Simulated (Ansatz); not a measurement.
Basis-set extrapolation for `C1CCOCC1` (PBE0-D4/def2-TZVP geometry, frozen core, Ansatz). Multiplicity 1, RHF reference.

|  | def2-TZVPP | def2-QZVPP |
| --- | --- | --- |
| HF | -270.112333 | -270.124808 |
| MP2 correlation | -1.093885 | -1.166349 |
| CCSD(T) correlation | -1.190740 | not run |

Energies in hartree. Use E(X) = E(∞) + A·exp(−7.88·√X) for Hartree–Fock and E(X) = E(∞) + B·X^(−2.97) for correlation, with X = 3 and 4, and add CCSD(T) minus MP2 of the smaller set to the MP2 limit.

**Question.** What is the CCSD(T) energy at the basis-set limit?

**Answer.** HF limit: -270.124808 + (-0.012475) × 0.13774 = -270.12653. MP2 limit: -1.166349 + (-0.072464) × 0.74074 = -1.22003. Higher-order term: -1.190740 − (-1.093885) = -0.09685. Total: -271.44341 hartree, 3.82 eV below CCSD(T)/def2-TZVPP.
